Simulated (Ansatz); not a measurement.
## Structure relaxation of Tl2As3

The calculation used DFT PBE, scalar-relativistic, plane waves, PAW in Ansatz. Cutoff 420 eV, Γ-centred k mesh, Gaussian smearing, no spin polarisation in the final step.

The start puts Tl2As3 on the corundum structure type (R-3c, No. 167), with Tl in place of Al, As in place of O, at a guessed volume.

```yaml
crystal:
  lattice:
    - [3.38943, 1.95689, 6.16926]
    - [-3.38943, 1.95689, 6.16926]
    - [0.00000, -3.91377, 6.16926]
  atoms:
    - { symbol: Tl, position: [0.85218, 0.85218, 0.85218] }
    - { symbol: Tl, position: [0.64782, 0.64782, 0.64782] }
    - { symbol: Tl, position: [0.14782, 0.14782, 0.14782] }
    - { symbol: Tl, position: [0.35218, 0.35218, 0.35218] }
    - { symbol: As, position: [0.05625, 0.44375, 0.75000] }
    - { symbol: As, position: [0.75000, 0.05625, 0.44375] }
    - { symbol: As, position: [0.44375, 0.75000, 0.05625] }
    - { symbol: As, position: [0.94375, 0.55625, 0.25000] }
    - { symbol: As, position: [0.25000, 0.94375, 0.55625] }
    - { symbol: As, position: [0.55625, 0.25000, 0.94375] }
```

Steps on the 3×3×3 mesh (10 atoms). 12 of 26 steps are shown, and the free energy counts from the last. Trial steps that were taken back and renewals of the plane-wave basis can be among the rows.

```tsv
step	ΔF (meV/atom)	V (Å³/atom)	P (GPa)	largest force component (eV/Å)
1	581.2	24.55	10.23	0.599
3	365.6	28.50	-0.07	0.674
6	99.5	30.96	2.95	0.634
8	79.4	32.57	1.29	0.231
10	62.7	33.98	0.72	0.021
12	51.2	35.70	0.51	0.053
15	32.1	36.88	-0.05	0.056
17	30.9	35.59	-0.19	0.213
19	20.6	35.59	0.45	0.020
21	9.0	36.05	0.14	0.030
24	2.1	34.66	0.22	0.103
26	0.0	34.66	0.03	0.005
```

A final relaxation ran on a 6×6×6 mesh. The relaxed crystal, R-3c (No. 167):

```
Tl As
1.0
     3.14318    1.81471   10.12899
    -3.14318    1.81471   10.12899
     0.00000   -3.62943   10.12899
Tl As
4 6
Direct
  0.84559 0.84559 0.84559
  0.65441 0.65441 0.65441
  0.15441 0.15441 0.15441
  0.34559 0.34559 0.34559
  0.97594 0.52406 0.75000
  0.75000 0.97594 0.52406
  0.52406 0.75000 0.97594
  0.02406 0.47594 0.25000
  0.25000 0.02406 0.47594
  0.47594 0.25000 0.02406
```

| Quantity | Value |
| --- | --- |
| Volume per atom | 34.67 Å³ |
| Density | 6.07 g/cm³ |
| Energy over the elements | 0.14 eV/atom |
| Gap on the 6×6×6 mesh | 0 eV (a metal) |

Formation energies are uncorrected and refer to the elements' standard structures at the same level.

The final run used a 6×6×6 mesh on its 10-atom cell and 0.10 eV smearing. For metals, differences of a few meV/atom aren't resolved. Spin–orbit coupling is left out.

A structure relaxed within its symmetry needn't be a true minimum.

Cost: 3 runs of about 12 core-minutes in all, on Arm Neoverse V1 (shared hosts).